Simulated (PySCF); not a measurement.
Dissociation curve of H₃P, SMILES P. The P1–H4 bond (P1 also carries H, H; H4 carries nothing else) is pulled apart rigidly from the PBE0/def2-TZVP optimised geometry.

RKS-BHandHLYP = restricted BHandHLYP/cc-pVDZ (PySCF); UHF/LANL2DZ = unrestricted Hartree-Fock/LANL2DZ, with its core potentials past Ne run with PySCF 2.14.0; UCCSD(T) = CCSD(T) on UHF/cc-pVDZ, 5 core orbitals frozen run with PySCF 2.14.0.

Energies relative to the lowest point of each curve near equilibrium, in kcal/mol:

```csv
R / Å,RKS-BHandHLYP,UHF/LANL2DZ
1.06,61.7,62.8
1.12,38.5,39.2
1.29,5.5,5.8
1.32,3.2,3.3
1.47,0.5,0.4
1.55,3.3,3.1
1.93,31.9,31.2
2.15,50.7,43.1
2.57,81.9,52.0
3.49,124.9,55.2
4.28,142.8,55.4
4.94,150.5,55.5
```

Problem. Predict the corresponding UCCSD(T) column.

Solution. 1.06: 63.6; 1.12: 40.0; 1.29: 6.1; 1.32: 3.6; 1.47: 0.3; 1.55: 2.8; 1.93: 28.7; 2.15: 45.1; 2.57: 68.4; 3.49: 80.9; 4.28: 81.4; 4.94: 81.5 (kcal/mol).

At the longest distance RKS-BHandHLYP leaves fractional charges on the fragments, a sign of delocalisation error or of the restricted form. The restricted form behind RKS-BHandHLYP keeps the bonding electrons paired and can't separate into open-shell fragments. The unrestricted determinant behind UHF/LANL2DZ, UCCSD(T) is spin-contaminated at 1.93 to 4.94 Å (<S²> up to 1.0, against 0.00 for a pure singlet).
